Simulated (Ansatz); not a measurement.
System: cuprite Ag2O. Method: PBE0 (Ansatz, a program for electronic structure, plane waves, PAW).

Settings: plane-wave cutoff 500 eV, 6×6×6 k mesh, Fermi–Dirac smearing 0.05 eV, no spin polarisation, scalar-relativistic PAW data made under PBE.

The cell is the one relaxed with PBEsol: a = 4.707 Å, b = 4.707 Å, c = 4.707 Å, α = 90.00°, β = 90.00°, γ = 90.00°.

Q: Estimate the band gap that the calculation returns.

A: 
band gap: 1.91 eV (on the SCF k mesh)

Measured, for comparison: band gap 1.2 eV (temperature not stated, no zero-point or thermal correction, photoconductivity; as tabulated in He and Franchini (2017), arXiv:1706.08159).

Note: exact exchange on metals is sensitive to the k mesh and can open a false gap; cell and atoms aren't relaxed at this level (pressure 4.3 GPa).

Spin–orbit coupling is not included.

Computed values are for the static lattice.
